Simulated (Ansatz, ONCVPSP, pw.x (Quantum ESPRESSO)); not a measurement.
# From atom to crystal: ONCV potential for Ta

- Element: Ta (Z = 73)
- Generator: ONCVPSP 4.0.1.1 (patched build)
- Type: optimised norm-conserving Vanderbilt (ONCV)
- Functional: PBEsol
- Relativity: scalar-relativistic
- Frozen core: [Kr] 4d10 4f14
- Valence charge: 13
- Reference configuration: 5s2 5p6 5d3 6s1.5 (charge +0.5)
- Partial waves: 5s+6s: rc 1.90 bohr, ncon 4, nbas 8, qcut 6.4 1/bohr, 2 projectors; 5p: rc 1.70 bohr, ncon 4, nbas 7, qcut 6.5 1/bohr, 2 projectors, debl 0.5 Ha; 5d: rc 2.25 bohr, ncon 4, nbas 9, qcut 6.6 1/bohr, 2 projectors, debl 1.3 Ha; f scattering state at 0.14 Ha: rc 2.30 bohr, ncon 5, nbas 9, qcut 5.1 1/bohr, 1 projector
- Local potential: polynomial inside 1.65 bohr (lpopt 5, dvloc0 2 Ha)
- Core correction: Teter function, fcfact 4.75, rcfact 1.45

In the p channel the program set the typed energies aside and used -1.576, 0.250 Ha.

Atomic tests: cutoffs needed: 16 Ha and 21 Ha (the cutoffs (Ha) at which the residual kinetic energy of the hardest occupied pseudo-wave falls to 1 and 0.1 mHa per electron); ghost test: no bound ghost flagged; no localised positive-energy state flagged; largest excitation error: -167 meV (all-electron minus pseudo) for 5s2 5p5 5d3 6s2, out of 4 test configurations.

Crystal test: sc Ta in pw.x 7.5, no spin, 12³ k-points, Fermi–Dirac smearing 0.01 Ry, cutoffs 50/200 Ry. The reference is all-electron LAPW (Ansatz 0.2.0) with the same functional, mesh and smearing; V0 and B0 come from Birch–Murnaghan fits to the pressures at five volumes. Errors are pseudo minus all-electron; Δ is the rms difference of the E(V) curves that follow from these fits, minima aligned, over ±6 % about the mean V0. Mesh and smearing are coarse, so the numbers serve the comparison and aren't converged zero-temperature values; the lattice is a test structure that the element need not adopt.

All-electron: a0 = 2.707 Å (V0 = 19.84 Å³/atom), B0 = 154.9 GPa.

Question: How far does the potential miss the all-electron equation of state?

Answer: mean pressure error (GPa): +0.14; a0 (Å): 2.708; a0 error (%): +0.03; B0 error (%): +0.2; Δ (meV/atom): 0.6.

```
V (Å³/atom)  P all-electron (GPa)  P pseudo (GPa)
     18.657                 10.78           10.95
     19.148                  5.93            6.09
     19.639                  1.64            1.79
     20.130                 -2.16           -2.04
     20.621                 -5.52           -5.42
```

Question: At the middle volume, how do free energy and pressure move when the wave cutoff is lowered (ecutrho kept at four times it)?

Answer:

| cutoff (Ry) | shift of F (meV/atom) | shift of P (GPa) |
| --- | --- | --- |
| 22 | +1043.1 | -21.76 |
| 30 | +259.1 | -8.35 |
| 40 | +16.6 | -1.38 |

Input at the middle volume:

```
&control
  calculation='scf', prefix='x', pseudo_dir='./', outdir='./tmp', tstress=.true., disk_io='none'
/
&system
  ibrav=0, nat=1, ntyp=1, ecutwfc=50, ecutrho=200, nbnd=14,
  occupations='smearing', smearing='fd', degauss=0.01
/
&electrons
  conv_thr=1e-09, mixing_beta=0.4, electron_maxstep=70
/
ATOMIC_SPECIES
Ta 1.0 Ta.UPF
CELL_PARAMETERS angstrom
  2.69798661 0.00000000 0.00000000
  0.00000000 2.69798661 0.00000000
  0.00000000 0.00000000 2.69798661
ATOMIC_POSITIONS crystal
Ta 0.0000 0.0000 0.0000
K_POINTS automatic
12 12 12 0 0 0
```

```bash
pw.x < Ta.scf.in > Ta.scf.out
```

Lines of the output:

```
Message from routine setup:
     using ibrav=0 with symmetry is DISCOURAGED, use correct ibrav instead
     lattice parameter (alat)  =       5.0985  a.u.
     unit-cell volume          =     132.5305 (a.u.)^3
     number of electrons       =        13.00
     number of Kohn-Sham states=           14
     kinetic-energy cutoff     =      50.0000  Ry
     charge density cutoff     =     200.0000  Ry
     scf convergence threshold =      1.0E-09
     Exchange-correlation= PBESOL
     number of k points=    84  Fermi-Dirac smearing, width (Ry)=  0.0100
     iteration #  1     ecut=    50.00 Ry     beta= 0.40
     total energy              =    -131.75776149 Ry
     estimated scf accuracy    <       0.21074147 Ry
     iteration #  2     ecut=    50.00 Ry     beta= 0.40
     total energy              =    -131.76359319 Ry
     estimated scf accuracy    <       0.02300193 Ry
     iteration #  3     ecut=    50.00 Ry     beta= 0.40
     total energy              =    -131.76837631 Ry
     estimated scf accuracy    <       0.00073971 Ry
     iteration #  4     ecut=    50.00 Ry     beta= 0.40
     total energy              =    -131.76839648 Ry
     estimated scf accuracy    <       0.00006662 Ry
     iteration #  5     ecut=    50.00 Ry     beta= 0.40
     total energy              =    -131.76840950 Ry
     estimated scf accuracy    <       0.00000054 Ry
     iteration #  6     ecut=    50.00 Ry     beta= 0.40
     total energy              =    -131.76840963 Ry
     estimated scf accuracy    <       0.00000010 Ry
     iteration #  7     ecut=    50.00 Ry     beta= 0.40
     the Fermi energy is    16.5093 ev
!    total energy              =    -131.76840965 Ry
     estimated scf accuracy    <          2.3E-10 Ry
     smearing contrib. (-TS)   =      -0.00358019 Ry
     The total energy is F=E-TS. E is the sum of the following terms:
     one-electron contribution =     -24.04413473 Ry
     hartree contribution      =      17.54147435 Ry
     xc contribution           =     -31.21344236 Ry
     ewald contribution        =     -94.04872672 Ry
     convergence has been achieved in   7 iterations
          total   stress  (Ry/bohr**3)                   (kbar)     P=       17.86
     Message from routine punch:
     Nothing written, as per user request (disk_io='none')
```

The run at the middle volume (84 k-points, 7 iterations) took about 14 s on one core of a shared host (Neoverse-N1, 64 threads, 124 GiB, load 56).
